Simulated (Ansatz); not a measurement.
# C4H5N (trans-Crotononitrile): the vertical ionisation energy from total energies

C4H5N: 10 atoms, total charge 0, spin state singlet. As SMILES, `C/C=C/C#N`. The shape is that of a PBE0-D4/def2-TZVP optimisation.

Both states at this one shape; open shells run unrestricted unless said. 1 Eh = 27.2114 eV.

| level | program | singlet C4H5N (Eh) | doublet C4H5N+ (Eh) | HOMO of the first (eV) |
| --- | --- | --- | --- | --- |
| PBE/cc-pVDZ | Ansatz | -209.887807 | -209.526158 | -6.63 |
| revPBE/cc-pVDZ | Ansatz | -210.107277 | -209.748096 | -6.58 |
| B3LYP/6-31G* (spherical functions) | Ansatz | -210.148203 | -209.785048 | -7.43 |
| r2SCAN0/cc-pVDZ | Ansatz | -210.011121 | -209.643756 | -7.97 |

Task: Work out the vertical ionisation energy at each level.

Result: 
1. PBE/cc-pVDZ: -209.526158 − (-209.887807) = 0.361649 Eh = 9.84 eV; −ε(HOMO) = 6.63 eV.
2. revPBE/cc-pVDZ: -209.748096 − (-210.107277) = 0.359181 Eh = 9.77 eV; −ε(HOMO) = 6.58 eV.
3. B3LYP/6-31G* (spherical functions): -209.785048 − (-210.148203) = 0.363155 Eh = 9.88 eV; −ε(HOMO) = 7.43 eV.
4. r2SCAN0/cc-pVDZ: -209.643756 − (-210.011121) = 0.367365 Eh = 10.00 eV; −ε(HOMO) = 7.97 eV.

No measured value is set beside it here; the levels span 9.77 to 10.00 eV. In semi-local functionals −ε(HOMO) lies far under the ionisation energy, a result of self-interaction.
